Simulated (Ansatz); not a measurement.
For zinc-blende CdS (metastable phase), PBE (Ansatz, a quantum-chemistry and plane-wave program, plane waves, PAW) gives:

| Quantity | Result |
|---|---|
| equilibrium lattice constant a | 5.927 Å |
| bulk modulus | 53.4 GPa |
| cohesive energy | 2.56 eV/atom |
| band gap at the measured cell | 1.16 eV |

### Question
What does HSE06 (PAW; Ansatz) give for the same quantities?

### Answer

- lattice constant a: 5.886 Å (drops by 0.7 %)
- bulk modulus: 59.4 GPa (goes up by 11 %)
- cohesive energy: 2.63 eV/atom (goes up by 0.07 eV/atom)
- band gap at the measured cell: 2.18 eV (goes up by 1.02 eV)

For comparison: lattice constant a 5.832 Å (measured, room temperature, not corrected to a static lattice, sources range from 5.818 to 5.832; as tabulated in arXiv:1206.3780); cohesive energy 2.87 eV/atom (measured, zero-point energy (9/8 kB θD) added and atomic spin-orbit splittings removed, spin-orbit-averaged atoms; as tabulated in Albrecht et al. (1997), arXiv:cond-mat/9706128); band gap 2.48 eV (measured, 4 K, no zero-point or thermal correction, sources range from 2.48 to 2.55; as tabulated in arXiv:1206.3780).

Changes are worked out from the printed values.

Unless a cell is named, each level is at its own relaxed cell (PBE 26.02, HSE06 25.49 Å³/atom).

Levels without +SOC have no spin–orbit coupling; where heavier elements are present it shifts gaps, mostly down, and can invert bands. Density-functional gaps are differences of (generalised) Kohn–Sham levels.

Ansatz's density-functional and Hartree–Fock values are scalar-relativistic unless marked +SOC, with PAW data made under PBE.
